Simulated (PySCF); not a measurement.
## Identify the compound

The spectra below were simulated for a compound C₂H₅ClO.

$^{1}$H NMR (600 MHz, computed): δ 3.75 (m, 2H), 3.68 (m, 2H), 1.74 (br s, 1H).

$^{13}$C{$^{1}$H} NMR (computed): δ 68.4, 56.2.

[PySCF: shielding tensors at PBE0/pcSseg-2 (GIAO); PBE0-D3(BJ)/def2-TZVP structure; no solvent model; non-relativistic; rapidly exchanging positions averaged; single conformer]

Chemical shifts δ = σref − σ; $^{1}$H (σ = 31.52 ppm) and $^{13}$C (σ = 186.03 ppm) vs TMS, all at this level.

Question: Propose a structure and justify it.

Answer: 
- Rings plus π bonds: 0.
- 2 carbon signals for 2 carbons: no two carbons are equivalent.
- Carbon types of the structure: 2 × CH2, leaving 1 H on heteroatoms.
- δC 68.4: sp3 CH2 bonded to O; the inductive effect lowers its shielding.
- δC 56.2: sp3 CH2 bonded to Cl; deshielded by the electronegative neighbour.
- δH 3.75: hydrogen on an sp3 CH2 bonded to O; its carbon carries O, an electronegative neighbour.
- δH 3.68: hydrogen on an sp3 CH2 bonded to Cl; its carbon carries Cl, hence the downfield position.
- δH 1.74: hydrogen on an alcohol oxygen; exchangeable; this is the value without hydrogen bonding to other molecules.

The compound is `OCCCl`.

The OH or NH signal is concentration- and solvent-dependent in practice; the value given is the gas-phase one. Carbons that carry Cl, above all several Cl atoms, come out too deshielded, partly because spin–orbit coupling is missing. Shifts are as computed. Against solution values, carbons near 30 ppm lie about +3 ppm off and those near 130 ppm about +9 ppm; carbons on Cl a further +4 ppm. Of 1211 compounds with measured shifts, 218 miss one by over three times the rms of a fit or turn the order of signals round; such compounds aren't used in these exercises. Multiplicities follow the n + 1 count of equivalent neighbours, as no J values were calculated; m marks all less simple cases, F and P coupling included.
